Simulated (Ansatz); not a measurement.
Complex (SMILES): O (H2O) with ClF (F-Cl), atoms 1 to 3 the first; geometry from NCB31 set, monomers rigid:
```xyz
5

O      2.2398     0.0000    -0.0882
H      2.6009     0.7620     0.3771
H      2.6011    -0.7617     0.3772
Cl    -0.3159    -0.0001    -0.0169
F     -1.9723     0.0001     0.0266
```

Basis-set convergence of the counterpoise-corrected interaction energy at B3LYP with Ansatz (a program for electronic structure). Cartesian d functions, on some or all atoms, in 6-31G*, 6-31+G*, 6-311G**; all else is spherical. The program fits the integrals of some runs and decomposes those of others, by size. No added dispersion term, no relativity. Functions are those of the species that has most. Reference: the value in aug-pcseg-3, -5.39 kcal/mol. Deviations are taken from unrounded values. Cost is core time over that of aug-cc-pV(D+d)Z, rough, on shared machines of one kind; a dash marks a row that isn't timed (too short, read off another run, short of memory, by another algorithm or on other hardware).

| basis | functions | counterpoise-corrected interaction energy (kcal/mol) | minus reference (kcal/mol) | cost |
|---|---|---|---|---|
| STO-3G | 21 | 1.21 | 6.60 | - |
| 3-21G | 35 | -5.18 | 0.22 | - |
| 6-31G | 35 | -6.11 | -0.71 | - |
| pcseg-0 | 35 | -5.72 | -0.32 | - |
| 6-31G* | 53 | -6.44 | -1.04 | 0.6× |
| def2-SVP | 56 | -6.44 | -1.05 | - |
| cc-pV(D+d)Z | 61 | -6.91 | -1.52 | 0.6× |
| 6-31+G* | 65 | -5.92 | -0.53 | 0.6× |
| 6-311G** | 75 | -7.09 | -1.70 | 0.6× |
| aug-cc-pV(D+d)Z | 96 | -5.45 | -0.06 | 1× |
| def2-TZVP | 111 | -5.82 | -0.43 | 0.8× |
| cc-pV(T+d)Z | 127 | -6.01 | -0.61 | 1× |
| def2-TZVPP | 132 | -5.70 | -0.30 | 0.9× |
| def2-TZVPD | 144 | -5.36 | 0.03 | 1× |
| jun-cc-pV(T+d)Z | 154 | -5.38 | 0.02 | 1× |
| aug-pcseg-2 | 188 | -5.30 | 0.09 | 2× |
| cc-pV(Q+d)Z | 234 | -5.65 | -0.25 | 2× |
| aug-cc-pV(Q+d)Z | 341 | -5.39 | 0.01 | 4× |
